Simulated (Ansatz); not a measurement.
Input for Ansatz (development build ahead of 0.2.0):

```yaml
crystal:
  periodic: [false, false, false]
  atoms:
    - { symbol: B, position_ang: [0.04826, -0.00737, 0.87009] }
    - { symbol: B, position_ang: [-0.03629, -0.02184, -0.8543] }
    - { symbol: H, position_ang: [1.00375, -0.03651, -0.03254] }
    - { symbol: H, position_ang: [-0.99394, 0.02366, -0.04404] }
    - { symbol: H, position_ang: [-0.03397, 1.05795, 1.50282] }
    - { symbol: H, position_ang: [-0.03945, -1.02711, 1.44804] }
    - { symbol: H, position_ang: [-0.0403, 1.08037, -1.46009] }
    - { symbol: H, position_ang: [-0.01026, -1.09858, -1.48015] }
basis:
  gaussian: { orbitals: aug-cc-pVDZ }
hamiltonian:
  xc: hf
correlation:
  method: mp2
  frozen_orbitals: { B: 1, H: 0 }
```

The input is written out in the form of the current development build from the run's settings.

Output:

```yaml
Converged: yes
Reference_energy: -52.80900 hartree
Correlation_energy: -0.22420 hartree
Total_energy: -53.03320 hartree
Spin_squared_of_the_determinant: 0.000
```
